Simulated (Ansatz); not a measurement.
Relative stability

Two relaxed structures of Si$_{2}$H$_{2}$O, closed shell (PBE0-D4/def2-TZVP; forces vanish, vibrations not checked).

A:

```xyz
5
angstrom
O -0.8512 -1.1556 1.7732
Si 0.1241 -0.5952 0.5877
Si 0.8987 0.2418 -1.1795
H -0.6997 0.0132 -0.8029
H -1.1914 -0.5284 2.4172
```

B:

```tsv
atom	x (Å)	y (Å)	z (Å)
O1	-0.8495	-0.9755	1.8445
Si2	-0.0215	-0.6075	0.6372
Si3	0.9343	0.2380	-1.1833
H4	-0.6282	0.0733	-1.2406
H5	0.5648	1.2717	-0.0579
```

Computed with Ansatz 0.2.0 (basis: def2-TZVPP); correlated methods freeze the cores. B3LYP uses VWN-RPA correlation.

Which structure is lower at CCSD(T), and by how much? (To be estimated.)

Computed: B, by 0.292 eV (electronic energy, against the other). By their contacts, A is Si₂H₂O ([OH][Si]1[H][Si]1) and B is Si₂H₂O ([O][Si][SiH2]).

All methods give the same order:

| method | E(B) − E(A) (eV) |
| --- | --- |
| PBE-D4 | -0.434 |
| r2SCAN-D4 | -0.399 |
| PBE0-D4 | -0.319 |
| B3LYP-D4 | -0.421 |
| wB97M-V | -0.421 |
| HF | -0.204 |
| MP2 | -0.405 |
| CCSD | -0.263 |
| CCSD(T) | -0.292 |

The T1 diagnostic stays at or below 0.024. The restricted Hartree–Fock reference is unstable towards an unrestricted one at one or more of these structures.

Labels in which every atom is bracketed show which atoms are joined, not bond orders.

For scale, one of the runs: CCSD(T)/def2-TZVPP, 143 basis functions, launched by `ansatz run in.yaml --threads 2 --pin off --events-out ev --progress --plain --max-ram 4352MiB`. Hardware: 2 CPU threads of an Arm Neoverse V2, shared host. Wall time 9 s; peak host memory 0.75 GiB.
